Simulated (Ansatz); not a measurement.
Run this with Ansatz 0.2.0, Python API and show what comes out.

Script `c2h6si_scan.py`:
```python
'''Potential curve of C2H6Si along one bond.'''

import ansatz as az
from ase import Atoms
import numpy as np


def main() -> None:
    atoms = Atoms(['C', 'C', 'Si', 'H', 'H', 'H', 'H', 'H', 'H'], positions=[
        (-0.1781, -0.1964, -0.8619),
        (0.9832, -0.0196, -0.0241),
        (-0.5844, 0.1616, 0.9442),
        (-0.4506, -1.1248, -1.2109),
        (-0.5096, 0.6655, -1.5301),
        (1.5731, -0.89, 0.1735),
        (1.613, 0.882, -0.1226),
        (-1.1526, 1.5081, 1.0686),
        (-1.2055, -1.0328, 1.5462),
    ])
    system = az.Crystal.molecule_from_ase(atoms)

    symbols = [site.symbol for site in system.cartesian_sites]
    start = np.array([site.position_ang for site in system.cartesian_sites])
    axis = (start[4] - start[0]) / np.linalg.norm(start[4] - start[0])
    moving = [4]
    lengths, energies = [1.003, 1.049, 1.094, 1.14, 1.185, 1.231, 1.277, 1.345], []
    for length in lengths:
        xyz = start.copy()
        xyz[moving] += (length - np.linalg.norm(start[4] - start[0])) * axis
        point = az.Crystal.molecule()
        for symbol, place in zip(symbols, xyz):
            point = point.atom(symbol, place.tolist())
        calc = (
            point.calculation()
            .basis(gaussian='def2-SVP')
            .functional('pbe0')
        )
        summary = calc.run().report
        energies.append(summary['free_energy_ev'])
        print(f'r = {length:6.3f} A  E = {energies[-1]:.5f} eV  <S^2> = {abs(summary["mean_field"]["state"]["spin_squared"]):.3f}')

    # quartic fit about the minimum
    fit = np.polynomial.Polynomial.fit(lengths, np.array(energies) - min(energies), 4).convert()
    roots = [r.real for r in fit.deriv().roots() if abs(r.imag) < 1e-9 and fit.deriv(2)(r.real) > 0]
    r_e = min(roots, key=lambda r: abs(r - lengths[int(np.argmin(energies))]))
    print(f'minimum of the fit at {r_e:.4f} A, force constant {fit.deriv(2)(r_e):.2f} eV/A^2')


if __name__ == '__main__':
    main()
```

```console
$ python c2h6si_scan.py
r =  1.003 A  E = -10037.64518 eV  <S^2> = 0.000
r =  1.049 A  E = -10037.78147 eV  <S^2> = 0.000
r =  1.094 A  E = -10037.82191 eV  <S^2> = 0.000
r =  1.140 A  E = -10037.78999 eV  <S^2> = 0.000
r =  1.185 A  E = -10037.70381 eV  <S^2> = 0.000
r =  1.231 A  E = -10037.57318 eV  <S^2> = 0.000
r =  1.277 A  E = -10037.41047 eV  <S^2> = 0.000
r =  1.345 A  E = -10037.12914 eV  <S^2> = 0.000
minimum of the fit at 1.0954 A, force constant 34.89 eV/A^2
```

Total energies depend on the basis set; only differences at equal settings carry meaning. The rest of the molecule is held rigid at a force-field or estimated start geometry, and the basis set is modest; single-reference methods fail as a bond breaks. The orbitals are restricted, so S² is zero by construction. The whole script took 11 s on 1 thread of Arm Neoverse V2, with other jobs on the host, peak memory 0.2 GiB.
